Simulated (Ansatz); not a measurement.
System: AlF₃, net charge 0, singlet state. SMILES: [F][Al]([F])[F]
Structure (B3LYP-D3(BJ)/def2-TZVP (Ansatz, a quantum-chemistry and plane-wave program) minimum search):
```
Al
F 1 1.6342
F 1 1.6342 2 120.00
F 1 1.6342 2 120.00 3 -180.00
```

Quantity: enthalpy of formation at 298 K, in kcal/mol. Set-up: LANL2DZ with its own core potentials from Na on; valence correlation only; six Cartesian d functions in 6-31G* and its kin unless marked 5d; spin-orbit terms left out; open shells spin-unrestricted; non-relativistic; 6-311+G** with 5d, 6d on Na to Ar in Ansatz. CBS marks a two-point X^-3 extrapolation of the correlation energy; Hartree-Fock from the larger set. First-principles rows: single points at B3LYP-D3(BJ) geometries (Ansatz), with unscaled harmonic terms from B3LYP/6-31G* (Ansatz) at its own minima, enthalpies of formation by atomisation with measured atoms.

Measured values: G2/97 table in ASE (Curtiss et al.); they hold spin-orbit and core effects, anharmonicity. For [F][Al]([F])[F] (enthalpy of formation at 298 K) the tabulated value and CCSD(T)/CBS(cc-pV(T+d)Z,cc-pV(Q+d)Z) (Ansatz) part by 4.2 kcal/mol: another conformer or state, missing terms or a fault of the table's entry are possible. 

Value to compare with, the measured value: -289.0 kcal/mol.

```json
[
 {"level": "HF/STO-3G", "program": "Ansatz", "enthalpy of formation at 298 K (kcal/mol)": "-131.6", "error": "157.4"},
 {"level": "HF/3-21G", "program": "Ansatz", "enthalpy of formation at 298 K (kcal/mol)": "-136.5", "error": "152.5"},
 {"level": "HF/LANL2DZ", "program": "Ansatz", "enthalpy of formation at 298 K (kcal/mol)": "-110.3", "error": "178.7"},
 {"level": "HF/6-31G*", "program": "Ansatz", "enthalpy of formation at 298 K (kcal/mol)": "-174.9", "error": "114.1"},
 {"level": "HF/6-311+G**", "program": "Ansatz", "enthalpy of formation at 298 K (kcal/mol)": "-164.6", "error": "124.4"},
 {"level": "CCSD(T)/CBS(cc-pV(T+d)Z,cc-pV(Q+d)Z)", "program": "Ansatz", "enthalpy of formation at 298 K (kcal/mol)": "-293.2", "error": "-4.2"}
]
```

Among the 5 habitual levels, HF/LANL2DZ lies farthest from the measured value (178.7 kcal/mol) and HF/6-31G* nearest (114.1); 5 of 5 lie above it, and their mean absolute error is 145.4 kcal/mol, the median 152.5. One case shows no general order.

The sets are all those run for this method; left out are runs that failed, that the program found above a lower state of the same kind, or whose <S^2> lies over 0.5 above the pure value.
